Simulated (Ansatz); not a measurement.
Input file:

```yaml
crystal:
  periodic: [false, false, false]
  atoms:
    - {symbol: Si, position_ang: [0.000000, -0.097122, 1.110575]}
    - {symbol: Cl, position_ang: [0.000000, 0.042769, -0.932187]}
    - {symbol: H, position_ang: [0.000000, 1.201899, 1.843159]}
basis:
  gaussian: {orbitals: cc-pVTZ}
magnetization: {spin_polarized: true, initial_magnetization: 2}
hamiltonian: {xc: hf}
output: {orbitals: {seedname: orbitals}}
```

```sh
$ ansatz run in.yaml --threads 1 --pin off --events-out ev --progress --plain --max-ram 2816MiB --backend cpu
```

The program prints:

```
786 factors; their error is unknown
mean field evaluation 1: about -20380.0541 eV, gradient 8.5e0 eV
mean field evaluation 2: about -20380.8959 eV, gradient 3.7e0 eV
mean field evaluation 4: about -20381.1486 eV, gradient 6.9e-1 eV
mean field evaluation 8: about -20381.1652 eV, gradient 5.2e-2 eV
mean field evaluation 16: about -20380.5851 eV, gradient 8.5e0 eV
mean field -20381.69479308 eV, -749.0134684367 hartree, gradient 1.6e-5 eV, S^2 2.006671; 0 other end points of the search recorded, 0 dependent functions left out
reference -20381.69479308 eV, -749.0134684367 hartree; 17, 15 occupied and 65, 67 virtual orbitals, 786 factors
Total energy: -20381.69479308 eV, -749.0134684367 hartree
```

Ran on 1 thread of AMD EPYC 7R13, shared host: 0.64 s wall, 0.18 GiB peak host memory.
